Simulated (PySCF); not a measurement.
CH6B2.
Cartesian coordinates in Å at the PBE0-D3(BJ)/def2-SVP level; atoms count from 1:
```
atom  x, y, z in Å
B1    -0.6624    1.0873   -0.2600
C2    -0.5545   -0.4438    0.0156
B3     0.9611   -0.7432    0.2279
H4    -0.5542    1.5219   -1.3840
H5    -0.8268    1.8690    0.6483
H6    -1.1130   -0.6950    0.9313
H7    -0.9060   -0.9922   -0.8735
H8     1.6774   -0.9961   -0.7135
H9     1.4523   -0.6970    1.3327
```

The calculation used MP2 and CCSD/aug-cc-pVDZ in PySCF, restricted Hartree–Fock reference, 3 core orbitals frozen, non-relativistic, gas phase, PBE0-D3(BJ)/def2-SVP geometry.

E(HF) = -90.69947 Eh.

How large is the problem?

123 basis functions and 22 electrons; 3 orbitals frozen, which leaves o = 8 correlated occupied and v = 112 virtual orbitals. That is o·v = 896 singles and o·v(o·v + 1)/2 = 401856 distinct closed-shell doubles amplitudes before symmetry; the costliest CCSD step grows as o²v⁴ = 1.0 × 10^10.

What are the MP2 and CCSD correlation energies?

MP2 -0.3231 Eh and CCSD -0.3716 Eh, which gives totals of -91.02254 and -91.07105 Eh. That is 0.632 eV for each correlated electron at CCSD (976 kJ/mol in all, 0.408 % of the total energy); MP2 gives 86.9 % of the CCSD value.

What is the T1 diagnostic?

0.0120, below the customary warning level of 0.02. It is the norm of the spatial-orbital singles amplitudes over the root of the number of correlated electrons, so the norm is 0.048.

How does correlation change the dipole moment?

HF gives 0.67 D and CCSD (unrelaxed density) 0.73 D, a change of +0.06 D.

No triples correction and no basis-set extrapolation were made.

The job also held the EOM ionisation and excitation roots. On an Arm Neoverse N1 with one thread (shared host), this took 9.1 min of wall time and 2.7 GiB of memory at its peak.

One conformer stands for the species.
